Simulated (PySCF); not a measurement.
# Functional dependence of a UV spectrum

Compound: pyridazine, C4H4N2.
SMILES with atom numbers: `[cH:1]1[cH:2][cH:3][n:4][n:5][cH:6]1` (hydrogens: H7 on C1; H8 on C2; H9 on C3; H10 on C6)

Structure used (PBE0-D3(BJ)/def2-SVP), in Å, numbered top down from 1:
```xyz
10
C4H4N2 angstrom
C      0.6613    0.8342   -0.0694
C     -0.6975    0.7848    0.1877
C     -1.2861   -0.4813    0.2138
N     -0.6104   -1.6074    0.0066
N      0.6814   -1.5606   -0.2381
C      1.3055   -0.3873   -0.2774
H      1.2126    1.7763   -0.1100
H     -1.2901    1.6855    0.3632
H     -2.3555   -0.6078    0.4098
H      2.3788   -0.4364   -0.4862
```

Linear-response calculations in the def2-SVPD basis (PySCF; singlets by full response, triplets Tamm–Dancoff, core orbitals frozen in the response; HF means time-dependent Hartree–Fock). 'Strongest' is the level of largest summed f among the singlets computed (10 roots, of which the last may lack a degenerate partner); it can jump between rows when another state enters that window. S1 is the lowest singlet of each run and needn't be the same state throughout; f(S1) is that of one state. Geometry: PBE0-D3(BJ)/def2-SVP; no solvent, vibrations or thermal averaging.

| functional | kind | S1 (eV) | f(S1) | strongest (eV) | T1 (eV) | HOMO (eV) | gap (eV) | ionisation energy, ΔSCF (eV) |
| --- | --- | --- | --- | --- | --- | --- | --- | --- |
| LDA | LDA | 2.77 | 0.002 | 5.58 | 2.21 | -5.24 | 2.45 | 8.81 |
| PBE | GGA | 2.93 | 0.003 | 5.57 | 2.29 | -5.17 | 2.63 | 8.67 |
| B3LYP | global hybrid, 20% exact exchange | 3.41 | 0.004 | 7.38 | 2.67 | -6.53 | 4.74 | 8.96 |
| PBE0 | global hybrid, 25% exact exchange | 3.48 | 0.004 | 7.45 | 2.68 | -6.79 | 5.21 | 8.96 |
| BHandHLYP | global hybrid, 50% exact exchange | 3.96 | 0.005 | 7.59 | 3.06 | -8.38 | 7.87 | 9.12 |
| CAM-B3LYP | range-separated hybrid | 3.68 | 0.005 | 7.46 | 2.86 | -8.26 | 7.80 | 9.08 |
| wB97X-D | range-separated hybrid | 3.66 | 0.004 | 7.48 | 2.90 | -8.74 | 8.93 | 9.04 |
| HF | Hartree–Fock | 4.60 | 0.007 | 7.89 | 3.45 | -10.54 | 12.68 | not settled |

Task: What does LC-wPBE (range-separated hybrid) give?

Result: S1 (eV) 3.80, f(S1) 0.005, strongest (eV) 7.57, T1 (eV) 2.92, HOMO (eV) -9.61, gap (eV) 10.20, ionisation energy, ΔSCF (eV) 9.15. S1 runs from 2.77 eV (LDA) to 4.60 eV (HF), a spread of 1.83 eV, while the orbital gap spreads over 10.2 eV. Along PBE (0%), B3LYP (20%), PBE0 (25%), BHandHLYP (50%), HF (100%) S1 rises with the share of exact exchange. −ε(HOMO) comes closest to its own ΔSCF ionisation energy with wB97X-D (-0.30 eV) and misses most with LDA (-3.57 eV). The lowest singlet of a reference set is 1B1(n→π*) at 3.83 eV (computed, theoretical best estimate (aug-cc-pVTZ, frozen core, CC3 geometry), gas; Veril, Scemama, Caffarel, Lipparini, Boggio-Pasqua, Jacquemin, Loos, WIREs Comput. Mol. Sci. 2021, 11, e1517 (QUESTDB)). The lowest computed singlet differs from it by LC-wPBE -0.03, BHandHLYP +0.13, CAM-B3LYP -0.15, wB97X-D -0.17, PBE0 -0.35, B3LYP -0.42, HF +0.77, PBE -0.90, LDA -1.06 eV; geometry and basis of the reference needn't be the same. The lowest triplet of a reference set is 3B1(n→π*) at 3.19 eV (computed, theoretical best estimate (aug-cc-pVTZ, frozen core, CC3 geometry), gas; Veril, Scemama, Caffarel, Lipparini, Boggio-Pasqua, Jacquemin, Loos, WIREs Comput. Mol. Sci. 2021, 11, e1517 (QUESTDB)). The lowest computed triplet differs from it by BHandHLYP -0.13, HF +0.26, LC-wPBE -0.27, wB97X-D -0.29, CAM-B3LYP -0.33, PBE0 -0.51, B3LYP -0.52, PBE -0.90, LDA -0.98 eV; geometry and basis of the reference needn't be the same. 'Not settled' means that the ion's SCF failed to converge or may have ended in another state than the lowest.
